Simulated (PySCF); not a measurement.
Two-photon absorption: SMILES C1C(C(=O)O)C1, C4H6O2

Geometry:
| atom | x (Å) | y (Å) | z (Å) |
| --- | --- | --- | --- |
| O1 | 1.331 | -0.775 | -1.209 |
| C2 | 1.018 | -0.741 | -0.046 |
| O3 | 1.692 | -1.416 | 0.903 |
| C4 | -0.114 | 0.017 | 0.513 |
| C5 | -1.349 | 0.124 | -0.350 |
| C6 | -0.476 | 1.308 | -0.177 |
| H7 | 2.408 | -1.880 | 0.448 |
| H8 | -0.243 | -0.049 | 1.584 |
| H9 | -1.306 | -0.392 | -1.300 |
| H10 | -2.301 | 0.095 | 0.162 |
| H11 | 0.153 | 1.591 | -1.011 |
| H12 | -0.812 | 2.118 | 0.457 |

Method: TDDFT CAM-B3LYP/def2-TZVPD excited states, vertical, gas phase (PySCF 2.14.0). Geometry: PBE0-D3(BJ)/def2-TZVP.

(1) How strongly do the lowest singlets absorb one photon, and two photons of half the energy?

Answers

(1) δ for parallel linear polarisation; σ at the peak of a Lorentzian of half width 0.1 eV, single beam; Ω is circular over linear.
```tsv
state	E (eV)	f	photon λ (nm)	δ (au)	σ (GM)	Ω	main
S1	6.05	0.000	410	<0.1	0.00	–	HOMO→LUMO+2 0.76, HOMO→LUMO+4 0.18
S2	7.38	0.081	336	151	3.01	0.48	HOMO→LUMO 0.83
S3	7.91	0.161	313	67.1	1.54	0.67	HOMO−1→LUMO+2 0.70, HOMO−1→LUMO+4 0.12
S4	8.07	0.000	307	17.3	0.41	1.50	HOMO−1→LUMO 0.60, HOMO−3→LUMO 0.22
S5	8.22	0.007	302	1.7	0.04	1.50	HOMO−1→LUMO+1 0.46, HOMO−3→LUMO 0.28
S6	8.26	0.003	300	5.92	0.15	1.49	HOMO−2→LUMO+2 0.72, HOMO−1→LUMO+1 0.10
```

Among these, the strongest one-photon state is S3, the strongest two-photon state S2, with a dipole change of 6.8 D (relaxed, norm of the difference vector).
